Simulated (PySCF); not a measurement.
Molecule: Acetyl Chloride (CC(=O)Cl, C₂H₃ClO).

Cartesian coordinates in Å; atom numbers follow the order of the lines, from 1:
```xyz
7

C    -0.5855   -0.0742   -0.0357
C     0.8549    0.2830   -0.2127
O     1.3142    1.3510   -0.4247
Cl    1.9163   -1.1583   -0.0649
H    -1.2002    0.8293   -0.1296
H    -0.7297   -0.5385    0.9506
H    -0.8746   -0.8183   -0.7919
```

Geometry PBE0-D3(BJ)/def2-SVP throughout; GIAO in PySCF, gas phase, one conformer, non-relativistic; equivalent atoms averaged; basis pcSseg-2.

Q: How do the absolute shieldings σ depend on the functional? (ppm; last column core-seconds on 1 thread of an Arm Neoverse V1, shared host)

A: 
```csv
functional,kind,C2,C1,O3,Cl4,H5/H6/H7,core-s
WP04,global hybrid,-18.8,136.4,-255.2,422.1,29.13,11
B97-2,global hybrid,1.0,149.0,-246.9,476.0,28.89,10
BHandHLYP,global hybrid,-2.0,149.9,-272.1,491.3,28.99,10
CAM-B3LYP,range-separated hybrid,-6.2,147.5,-269.5,457.3,28.86,14
wB97X-D,range-separated hybrid,-1.8,149.1,-267.5,467.9,28.90,14
LC-wPBE,range-separated hybrid,-0.8,152.8,-266.6,483.2,28.89,19
```

Q: Which nucleus moves most, in ppm?

A: Cl4 (chlorine bonded to C): from 422.1 ppm with WP04 to 491.3 ppm with BHandHLYP. The smallest spread is 0.26 ppm, at H5/H6/H7. Proton shifts span only some 12 ppm, so a few tenths of a ppm matter as much there as several ppm in carbon.
